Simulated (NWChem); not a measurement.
# SiH2 cation, doublet

```xyz
3

Si     0.0000     0.0000     0.1831
H      1.2878     0.0000    -0.5727
H     -1.2878     0.0000    -0.5727
```
Atoms are numbered in this order, from 1.

Program: NWChem. Spin-unrestricted. In the optimisation the excess spin sits in a1 (C2v, its own frame). Coordinates come from a B3LYP/6-31G* (spherical d), spin-unrestricted optimisation. No stability test was run on the SCF state. Fermi-contact couplings, non-relativistic, static geometry.

For level PBE0/IGLO-III:

```yaml
A(iso) 29Si atom 1 (MHz): -766
```

Q: How do the values read with level UHF/IGLO-III instead?

A: The A(iso) 29Si atom 1 (MHz) is -889.
